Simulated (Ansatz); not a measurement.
C2H6FNO2, SMILES `COC(N)(O)F`. Total charge 0; spin multiplicity 1. The geometry is a stationary point of PBE0-D4/def2-TZVP. It is one conformer, not always the lowest.

```xyz
12

C     0.689    1.355   -0.702
O     0.622    0.544    0.460
C    -0.037   -0.651    0.315
N    -1.393   -0.497   -0.066
O     0.101   -1.338    1.492
F     0.567   -1.377   -0.699
H     1.093    2.313   -0.379
H    -0.305    1.494   -1.132
H     1.351    0.911   -1.449
H    -1.770   -1.388   -0.360
H    -1.927   -0.153    0.721
H     1.008   -1.213    1.798
```

(1) What is the dipole moment at ωB97M-V/def2-TZVPP? (Estimate.)

(2) And with PBE, r2SCAN, B3LYP? (Estimate.)

(3) Give the Mulliken charges with ωB97M-V, PBE, r2SCAN in def2-TZVPP. (An estimate is asked.)

## Answers

(1) Ansatz gave: 0.96 D, with components (-0.39, 0.82, 0.34) D in this frame, pointing from negative to positive charge.

(2) The calculation gave: PBE 0.92 D, r2SCAN 0.96 D, B3LYP 0.98 D.

(3) The calculation gave: 
| atom | ωB97M-V | PBE | r2SCAN |
| --- | --- | --- | --- |
| C1 | -0.19 | -0.14 | -0.01 |
| O2 | -0.30 | -0.25 | -0.32 |
| C3 | 0.43 | 0.30 | 0.47 |
| N4 | -0.28 | -0.32 | -0.35 |
| O5 | -0.28 | -0.25 | -0.32 |
| F6 | -0.22 | -0.18 | -0.23 |
| H7 | 0.13 | 0.11 | 0.07 |
| H8 | 0.13 | 0.10 | 0.08 |
| H9 | 0.13 | 0.10 | 0.07 |
| H10 | 0.13 | 0.16 | 0.16 |
| H11 | 0.13 | 0.16 | 0.16 |
| H12 | 0.19 | 0.20 | 0.21 |

B3LYP here is the variant with VWN-RPA as its local correlation; programs differ in this.
